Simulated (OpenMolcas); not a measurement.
**SiH2F2 (SMILES F[SiH2]F): a two-point extrapolation**

SiH2F2: 5 atoms, total charge 0, spin state singlet. As SMILES, `F[SiH2]F`. The shape is that of a GFN2-xTB optimisation.

```
atom    x (Å)    y (Å)    z (Å)
   F  -1.0466   0.5232   0.9812
  Si  -0.0107  -0.0012  -0.1111
   F   1.2157  -0.5054   0.7731
   H  -0.5937  -1.1501  -0.7606
   H   0.4352   1.1335  -0.8827
```

MP2 energies, 7 core orbitals frozen (OpenMolcas 26.06):

| basis | X | functions | Hartree–Fock (Eh) | correlation (Eh) |
| --- | --- | --- | --- | --- |
| cc-pVDZ | 2 | 56 | -489.086361 | -0.472203 |
| cc-pVTZ | 3 | 122 | -489.197052 | -0.626344 |

The correlation energy converges as X⁻³, the Hartree–Fock energy about exponentially.

Task: Extrapolate to the complete basis.

Result: 
1. Correlation: E(∞) = (3³ E(3) − 2³ E(2))/(3³ − 2³) = (27 × (-0.626344) − 8 × (-0.472203))/19 = -0.691245 Eh.
2. Hartree–Fock: take the larger basis, -489.197052 Eh; it moved by -110.69 mEh in the last step.
3. Total: -489.197052 + (-0.691245) = -489.888297 Eh.
4. cc-pVTZ holds 90.6 % of the extrapolated correlation energy, cc-pVDZ 68.3 %.

This is an estimate of the method's limit, not an exact energy. Double-zeta sets lie outside the range where X⁻³ holds well, so a D–T extrapolation is rough.
